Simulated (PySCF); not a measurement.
## Working out the electron affinity of O

O⁻ [He] 2s2 2p5 (2P) → O [He] 2s2 2p4 (3P). All numbers are calculated (PySCF 2.14, the non-relativistic Hamiltonian (point nucleus), in aug-cc-pwCVDZ). Frozen: 1s2. Energies in hartree (1 hartree = 27.21139 eV):

```tsv
part	O⁻ (lower)	O (upper)
UHF	-74.777489	-74.796697
CCSD correlation	-0.191861	-0.132790
(T)	-0.005872	-0.001979
```

What does Hartree-Fock give?

(-74.796697) − (-74.777489) = -0.019208 hartree = -0.523 eV.

What do CCSD and CCSD(T) give?

The CCSD correlation energies differ by 0.059071 hartree = 1.607 eV and the triples by 0.003893 hartree = 0.106 eV, so CCSD gives 1.084 eV and CCSD(T) 1.190 eV.

A first-order spin-orbit estimate adds -0.001 eV to CCSD(T) (valence), giving 1.189 eV against 1.461 eV (measured; photodetachment measurements, as compiled on the Wikipedia data page of electron affinities).

A double-zeta basis recovers only part of the correlation energy.

What remains against the reference includes basis incompleteness, the frozen core and higher excitations.
